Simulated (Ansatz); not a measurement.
We consider CsCl-type TlBr, described by PBE0 (Ansatz, a first-principles code, plane waves, PAW).

Settings: plane-wave cutoff 500 eV, 6×6×6 k mesh, gaussian smearing 0.02 eV, scalar-relativistic PAW data made under PBE.

Cell (relaxed with PBEsol):

```yaml
crystal:
  lattice:
    - [3.91429, 0.00000, 0.00000]
    - [0.00000, 3.91429, 0.00000]
    - [0.00000, 0.00000, 3.91429]
  atoms:
    - { symbol: Tl, position: [0.00000, 0.00000, 0.00000] }
    - { symbol: Br, position: [0.50000, 0.50000, 0.50000] }
```

Problem. Estimate the band gap that the calculation returns.

Solution. 
* **band gap**: 2.99 eV (on the SCF k mesh)

Measured, for comparison: band gap 2.68 eV (temperature not stated, no zero-point or thermal correction, detector crystals, literature values; as tabulated in Piasecki et al. (2022), doi:10.1039/d1ma01259b).

Note: cell and atoms aren't relaxed at this level (pressure 2.3 GPa).

Spin–orbit coupling is not included; with these elements it can move the gap by several tenths of an eV or more.

Computing time: roughly 2.0 core-minutes.
